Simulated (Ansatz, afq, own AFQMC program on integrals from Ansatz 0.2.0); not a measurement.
Where AFQMC and coupled cluster stand for NHO, singlet

```yaml
atoms:
  - { symbol: N, position_ang: [0.0000, 0.0665, 0.6906] }
  - { symbol: O, position_ang: [0.0000, -0.1060, -0.5388] }
  - { symbol: H, position_ang: [0.0000, 0.7576, -1.0437] }
```

Connectivity, by distances: N–OH.

Basis cc-pVDZ. Noble-gas cores (and the filled d shells of Ga–Kr and In–Xe) are frozen. AFQMC by an in-house program on the Cholesky factors that Ansatz 0.2.0 writes for its CCSD(T) run. The CISD trial takes its coefficients from CCSD amplitudes. Released means that phaseless walkers are propagated on without the constraint, phases kept. Uncertainties: one standard error, sampling alone.

Determinant: RHF, the one that the program's search chose, which needn't be the lowest solution. The geometry is a PBE0/def2-TZVP stationary point of this or a neighbouring charge and spin state.

No full CI on the walks' own integrals is used here; CCSDT(Q) serves as the reference and is uncertain by about the last step of the cluster series.

Cautions: another spin lies lower (by 646 meV); restricted determinant unstable towards unrestricted (UHF 965 meV lower, ⟨S²⟩ 0.94); raised T1 diagnostic (T1 0.025, weight of the determinant 0.88, largest double 0.09); the ph-AFQMC/HF walk drifts between its halves (2.0 errors); CCSDT(Q) on the UHF determinant differs (665 meV lower), perhaps since the unrestricted series falls towards higher spin.

```
T1 diagnostic                               : 0.0252
weight of the determinant in the CISD state : 0.881
size of the correlated space                : 12 electrons in 31 orbitals
```

| level | correlation energy (eV) |
| --- | --- |
| MP2 | -8.8208 |
| CCSD | -9.3848 |
| CCSD(T) | -9.6780 |

Question: Estimate where AFQMC with the constraint released lies against CCSD(T) on the same integrals.

Answer: 41.2 ± 35.2 meV below CCSD(T). The gap is under twice the noise, so this walk alone can't tell the two apart.

Reference: CCSDT(Q), correlation energy -9.739 eV. The released energy is read at 2.40 1/Eh (meV from the phaseless value at times in 1/Eh: -5 ± 18 at 0.24, -12 ± 20 at 0.51, -7 ± 23 at 0.99, -8 ± 30 at 1.62, 6 ± 35 at 2.40).

```json
{"level": "CCSD(T)", "E − E(reference) (meV)": "61.0", "share of correlation (%)": "99.37"}
{"level": "CCSDT", "E − E(reference) (meV)": "34.8", "share of correlation (%)": "99.64"}
{"level": "ph-AFQMC/HF", "E − E(reference) (meV)": "-107.5 ± 67.6", "share of correlation (%)": "101.10"}
{"level": "ph-AFQMC/CISD", "E − E(reference) (meV)": "13.5 ± 20.2", "share of correlation (%)": "99.86"}
{"level": "released AFQMC", "E − E(reference) (meV)": "19.8 ± 35.2", "share of correlation (%)": "99.80"}
```

A walk keeps the symmetry of its determinant, which the program's search chose and which needn't be the lowest solution, so a lower state of the same spin and another symmetry isn't excluded. Released energies are given only where the last usable release times agree within the noise; a slower fall can still hide under it.
